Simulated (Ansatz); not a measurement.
**SiCF+ (triplet): from Hartree-Fock to the top rungs, def2-QZVPP**

An exercise on one series of results from a longer session: the logs are not shown, and one member is left open.

The runs use Ansatz 0.2.0, Gaussian basis; def2-QZVPP, core rule «outside noble gas», up to 7 orbitals frozen.

Plan: UHF; ROHF; CCSD(T) on UHF.

2 further runs of the same task are left out: 2 set aside as unsound or not needed.

### The geometry

The geometry is a PBE0/def2-TZVP stationary point (not a proven minimum) of the parent state, kept for this charge and spin.

3 atoms, charge 1, spin multiplicity 3.

Atoms are counted from 1 here; the program's logs count them from 0.

Bond lengths: C1–Si2 1.730 Å, Si2–F3 1.588 Å. Angles: C1–Si2–F3 180.0°.

Coordinates:

```xyz
3
CFSi
C     0.00000    0.00000    1.68280
Si    0.00000    0.00000   -0.04740
F     0.00000    0.00000   -1.63540
```

Set-up of the first run:

Input file in.yaml:

```yaml
crystal:
  periodic: [false, false, false]
  atoms:
    - {symbol: C, position_ang: [0.000000, 0.000000, 1.682800]}
    - {symbol: Si, position_ang: [0.000000, 0.000000, -0.047400]}
    - {symbol: F, position_ang: [0.000000, 0.000000, -1.635400]}
basis:
  gaussian: {orbitals: "def2-QZVPP.json"}
total_charge: 1
magnetization: {spin_polarized: true, initial_magnetization: 2}
hamiltonian: {xc: hf}
output: {orbitals: {seedname: orbitals}}
```

Command:

```console
> ansatz run in.yaml --threads 1 --pin off --events-out ev --progress --plain --max-ram 2393MiB
```

Steps of the session up to this table: UHF; ROHF; CCSD(T) on UHF.

One of the session's tables, all rows but one given; the rest of the session is left out.

It belongs to the step «Misses and costs». 

| method | from UCCSD(T) (meV) |
| --- | --- |
| ROHF | +14052.2 |
| UHF | +13878.4 |
| UMP2 | +1302.1 |
| UCCSD | ? |
| UCCSD(T) | 0 |

**Question.** Estimate the row for UCCSD.

**Answer.** from UCCSD(T) (meV): +665.2. In the column «from UCCSD(T) (meV)» it lies between UCCSD(T) (0) and UMP2 (+1302.1).
